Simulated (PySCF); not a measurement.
Potential energy of NaN along the bond

Set-up: PySCF, no relativity, basis sets Na 3-21G, N 3-21G. Energies in eV from Na + N in their ground configurations at the same level. State: ³Σ⁻ (triplet), unpaired electrons π ↑↑.

All columns are PBE. A positive dipole means Na(−)N(+).

| R (Å) | E (eV) | μ (D) | Mulliken charge on Na (basis-dependent) | HOMO (eV) | LUMO (eV) | Mayer bond order | ⟨S²⟩ |
| --- | --- | --- | --- | --- | --- | --- | --- |
| 1.970 | -0.942 | -3.11 | 0.33 | -3.16 | -2.24 | 0.97 | 2.19 |
| 2.062 | -1.110 | -3.22 | 0.31 | -3.18 | -2.14 | 0.97 | 2.20 |
| 2.154 | -1.195 | -3.30 | 0.29 | -3.20 | -2.10 | 0.96 | 2.21 |
| 2.222 | -1.221 | -3.34 | 0.28 | -3.22 | -2.12 | 0.95 | 2.23 |
| 2.291 | -1.225 | -3.37 | 0.26 | -3.23 | -2.14 | 0.94 | 2.24 |
| 2.360 | -1.213 | -3.39 | 0.25 | -3.24 | -2.16 | 0.93 | 2.26 |
| 2.451 | -1.179 | -3.40 | 0.23 | -3.25 | -2.19 | 0.90 | 2.28 |
| 2.566 | -1.117 | -3.38 | 0.21 | -3.26 | -2.22 | 0.87 | 2.32 |
| 2.703 | -1.028 | -3.35 | 0.20 | -3.27 | -2.25 | 0.82 | 2.37 |
| 2.887 | -0.896 | -3.26 | 0.17 | -3.28 | -2.29 | 0.75 | 2.44 |

A fit through these points gives, at Re = 2.270 Å, μ = -3.36 D and dμ/dR = -0.388 D/Å; the reduced mass is 8.702 u.

Q: How strong is the fundamental in the double-harmonic approximation, I = 42.26·(dμ/dR)²/μred km/mol?

A: I = 42.26·(-0.388)²/8.702 = 0.731 km/mol at PBE.

⟨S²⟩ of the unrestricted solution departs from its pure value on part of the curve, where spin states mix. 3-21G is very small, so such numbers show the basis as much as the molecule. The state was picked by a PBE0 search and need not be the measured ground state.
